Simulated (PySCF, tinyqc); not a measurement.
Worked calculation: CIS and TDHF on RHF in the sto-6g basis, for BH, spin multiplicity 1. The lowest restricted solution is unstable here: a spin-polarised one lies 0.0077 hartree lower (PySCF). One step of it, computed by the program tinyqc.

Question. TDHF (RPA) triplet states. B(ia,jb) = - (ib|ja); the squared energies are the eigenvalues of (A - B)(A + B); 1 hartree = 27.211386 eV.

CIS matrix A, triplet (hartree):
```
          1>4       1>5       1>6        2>4        2>5       2>6        3>4        3>5
1>4  6.971937  0.000000  0.000000   0.009127   0.000000  0.000000   0.006181   0.000000
1>5  0.000000  6.971937  0.000000   0.000000   0.009127  0.000000   0.000000   0.006181
1>6  0.000000  0.000000  7.306512   0.000000   0.000000  0.005813   0.000000   0.000000
2>4  0.009127  0.000000  0.000000   0.299806   0.000000  0.000000  -0.070025   0.000000
2>5  0.000000  0.009127  0.000000   0.000000   0.299806  0.000000   0.000000  -0.070025
2>6  0.000000  0.000000  0.005813   0.000000   0.000000  0.467180   0.000000   0.000000
3>4  0.006181  0.000000  0.000000  -0.070025   0.000000  0.000000   0.036246   0.000000
3>5  0.000000  0.006181  0.000000   0.000000  -0.070025  0.000000   0.000000   0.036246
3>6  0.000000  0.000000  0.015151   0.000000   0.000000  0.061974   0.000000   0.000000

          3>6
1>4  0.000000
1>5  0.000000
1>6  0.015151
2>4  0.000000
2>5  0.000000
2>6  0.061974
3>4  0.000000
3>5  0.000000
3>6  0.270743
```

Two-electron integrals over orbitals (pq|rs), unique and non-zero (hartree):
```
(11|11) 2.903729    (21|11) -0.260382   (21|21) 0.038274    (22|11) 0.609036
(22|21) -0.007170   (22|22) 0.503963    (31|11) -0.193654   (31|21) 0.025868
(31|22) -0.015333   (31|31) 0.029049    (32|11) 0.134733    (32|21) -0.009121
(32|22) -0.046096   (32|31) 0.004461    (32|32) 0.106162    (33|11) 0.634323
(33|21) -0.011858   (33|22) 0.434487    (33|31) 0.003247    (33|32) 0.039719
(33|33) 0.506448    (41|41) 0.021984    (42|41) 0.021533    (42|42) 0.072251
(43|41) 0.015926    (43|42) 0.044761    (43|43) 0.049855    (44|11) 0.743126
(44|21) -0.009127   (44|22) 0.459753    (44|31) -0.006181   (44|32) 0.070025
(44|33) 0.469839    (44|44) 0.587109    (51|51) 0.021984    (52|51) 0.021533
(52|52) 0.072251    (53|51) 0.015926    (53|52) 0.044761    (53|53) 0.049855
(54|54) 0.031641    (55|11) 0.743126    (55|21) -0.009127   (55|22) 0.459753
(55|31) -0.006181   (55|32) 0.070025    (55|33) 0.469839    (55|44) 0.523827
(55|55) 0.587109    (61|11) 0.120433    (61|21) -0.020964   (61|22) -0.006777
(61|31) -0.001920   (61|32) 0.015150    (61|33) 0.017435    (61|44) 0.003758
(61|55) 0.003758    (61|61) 0.024520    (62|11) -0.176118   (62|21) 0.003018
(62|22) -0.036002   (62|31) 0.012829    (62|32) -0.044409   (62|33) -0.000063
(62|44) -0.092429   (62|55) -0.092429   (62|61) 0.009434    (62|62) 0.109732
(63|11) 0.131136    (63|21) -0.003274   (63|22) -0.022423   (63|31) 0.005702
(63|32) 0.093207    (63|33) 0.051983    (63|44) 0.070423    (63|55) 0.070423
(63|61) 0.009714    (63|62) -0.061749   (63|63) 0.109009    (64|41) -0.009249
(64|42) -0.032219   (64|43) -0.004266   (64|64) 0.028664    (65|51) -0.009249
(65|52) -0.032219   (65|53) -0.004266   (65|65) 0.028664    (66|11) 0.632961
(66|21) -0.005813   (66|22) 0.516789    (66|31) -0.015151   (66|32) -0.061974
(66|33) 0.459751    (66|44) 0.453198    (66|55) 0.453198    (66|61) -0.008657
(66|62) -0.010386   (66|63) -0.036951   (66|66) 0.565570
```

Give: TDHF matrix B, triplet; squared energies w^2; TDHF energies from the positive w^2.

Answer.

TDHF matrix B, triplet (hartree):
```
         1>4      1>5      1>6      2>4      2>5      2>6      3>4      3>5
1>4  -0.0220   0.0000   0.0000  -0.0215   0.0000   0.0000  -0.0159   0.0000
1>5   0.0000  -0.0220   0.0000   0.0000  -0.0215   0.0000   0.0000  -0.0159
1>6   0.0000   0.0000  -0.0245   0.0000   0.0000  -0.0094   0.0000   0.0000
2>4  -0.0215   0.0000   0.0000  -0.0723   0.0000   0.0000  -0.0448   0.0000
2>5   0.0000  -0.0215   0.0000   0.0000  -0.0723   0.0000   0.0000  -0.0448
2>6   0.0000   0.0000  -0.0094   0.0000   0.0000  -0.1097   0.0000   0.0000
3>4  -0.0159   0.0000   0.0000  -0.0448   0.0000   0.0000  -0.0499   0.0000
3>5   0.0000  -0.0159   0.0000   0.0000  -0.0448   0.0000   0.0000  -0.0499
3>6   0.0000   0.0000  -0.0097   0.0000   0.0000   0.0617   0.0000   0.0000

         3>6
1>4   0.0000
1>5   0.0000
1>6  -0.0097
2>4   0.0000
2>5   0.0000
2>6   0.0617
3>4   0.0000
3>5   0.0000
3>6  -0.1090
```

squared energies w^2 (hartree^2): -0.0054  -0.0054  0.0411  0.0947  0.0947  0.2266  48.6063  48.6063  53.3847

TDHF energies from the positive w^2 (eV): 5.5157  8.3724  8.3724  12.9523  189.7128  189.7128  198.8196

A + B or A - B has a negative eigenvalue: the restricted solution is unstable towards a spin-polarised one, a negative w^2 means an imaginary energy, and the lowest roots have no physical meaning.
